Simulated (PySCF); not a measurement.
One of the candidates below gave these computed data.

All candidates are C4H10N2.

- 13C NMR: chemical shifts (computed TMS as zero) by class: 54.0 (4 C) ppm [GIAO PBE0/pcSseg-1]
- Rotational structure: rotational constants A, B, C: 4.767, 4.540, 2.661 GHz [GFN2-xTB]
- UV, first state: lowest singlet excitation: 5.82 eV (213 nm, f = 0.000) [TDDFT wB97X-D/def2-SVPD]
- 1H NMR: chemical shifts (computed TMS as zero) by class: 2.69 (8 H), 0.24 (2 H) ppm [GIAO PBE0/pcSseg-1]
- UV, strongest line: among the 8 lowest singlet transitions: S8 at 8.10 eV (153 nm, f = 0.073) [TDDFT wB97X-D/def2-SVPD]
- Dipole: 0.00 D [wB97X-D/def2-SVPD]

Gas-phase values; electronic properties from PySCF, density fitting. Levels stand in brackets. The structure is a single GFN2-xTB conformer in the gas phase; no vibrational or solvent corrections. NMR values are class means; diastereotopic atoms form classes of their own.

Question: Which candidate is it?
A. `C=CCN(C)N`
B. `CN(N)C1CC1`
C. `C1CNCCN1`
D. `CN1CCCN1`
E. `C=CN(C)NC`

Answer: C. It is `C1CNCCN1`. Numbering: `[CH2:1]1[CH2:2][NH:3][CH2:4][CH2:5][NH:6]1`. Its formula, C4H10N2, gives 1 degree of unsaturation: 1 ring and 0 π bonds in the structure found. 4 carbons fall into 1 class: ring sp3 carbon bound to nitrogen [C1/C2/C4/C5] (54.0 ppm, 4 C). Hydrogen classes from least to most shielded: 8 H on 4 like atoms (sp3 carbon bound to nitrogen), C1/C2/C4/C5 (2.69 ppm), 2 H on 2 secondary amine nitrogens, N3/N6 (0.24 ppm). The vanishing dipole is forced by symmetry. The optimised geometry has point group C2h and is an asymmetric top.

The others, at the same levels:
- `CN1CCCN1` fails: it has 4 carbon classes against 1; its computed 13C shifts are 57.6 (1 C), 47.2 (1 C), 44.9 (1 C), 28.3 (1 C) ppm, 1H shifts are 3.02 (2 H), 2.85 (1 H), 2.76 (2 H), 2.44 (3 H), 1.90 (2 H) ppm and rotational constant A is 5.517 GHz (against 4.767 GHz).
- `CN(N)C1CC1` fails: it has 3 carbon classes against 1; its computed 13C shifts are 47.9 (1 C), 46.1 (1 C), 8.9 (2 C) ppm, 1H shifts are 2.68 (2 H), 2.52 (3 H), 1.31 (1 H), 0.48 (2 H), 0.44 (2 H) ppm and rotational constant A is 6.302 GHz (against 4.767 GHz).
- `C=CN(C)NC` fails: it has 4 carbon classes against 1; its computed 13C shifts are 149.8 (1 C), 82.4 (1 C), 36.7 (1 C), 35.8 (1 C) ppm, 1H shifts are 6.55 (1 H), 3.78 (1 H), 3.45 (1 H), 2.79 (3 H), 2.72 (1 H), 2.57 (3 H) ppm and rotational constant A is 6.098 GHz (against 4.767 GHz).
- `C=CCN(C)N` fails: it has 4 carbon classes against 1; its computed 13C shifts are 147.1 (1 C), 118.7 (1 C), 66.7 (1 C), 54.2 (1 C) ppm, 1H shifts are 7.08 (1 H), 5.28 (1 H), 5.27 (1 H), 2.83 (2 H), 2.43 (3 H), 2.17 (2 H) ppm and rotational constant A is 7.872 GHz (against 4.767 GHz).

Each candidate is one conformer, not necessarily the lowest. The conformers computed, where there is a choice (atom-mapped SMILES and torsion angles):
- `[CH3:1][N:2]([NH2:3])[CH:4]1[CH2:5][CH2:6]1`: C1–N2–C4–C5 154°, H–N3–N2–C1 -164°, H–N3–N2–C1 77°
- `[CH2:1]=[CH:2][N:3]([CH3:4])[NH:5][CH3:6]`: C1–C2–N3–C4 11°, C2–N3–N5–C6 -89°
- `[CH2:1]=[CH:2][CH2:3][N:4]([CH3:5])[NH2:6]`: C1–C2–C3–N4 -136°, C2–C3–N4–C5 172°, H–N6–N4–C3 -78°, H–N6–N4–C3 162°

The conformers of `CN1CCCN1` aren't listed.
